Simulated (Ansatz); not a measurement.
The cluster Si2H4. The state is a singlet with charge 0. Geometry PBE-D4/def2-TZVP; atoms count from 1.

Cartesian coordinates in Å:
```
Si 0.145 -0.845 0.668
Si -0.145 0.845 -0.668
H 0.894 1.917 -0.703
H -0.894 -1.918 0.702
H -1.525 1.387 -0.848
H 1.525 -1.387 0.849
```

The restricted singlet is unstable towards broken spin symmetry in Hartree–Fock (as tested in another run); at PBE0-D4/def2-TZVP this wasn't settled. The structure comes from a short search, and lower isomers may exist.

Estimate the Mulliken populations from the PBE0/def2-TZVP orbitals of Ansatz.


```
atom  charge (e)
 Si1       -0.04
 Si2       -0.03
  H3        0.02
  H4        0.02
  H5        0.02
  H6        0.02
```
Mulliken values and Mayer orders depend strongly on the basis.

And the Mayer bond orders between bonded heavy atoms (over 0.3)?

Si1–Si2 1.83 (2.17 Å).
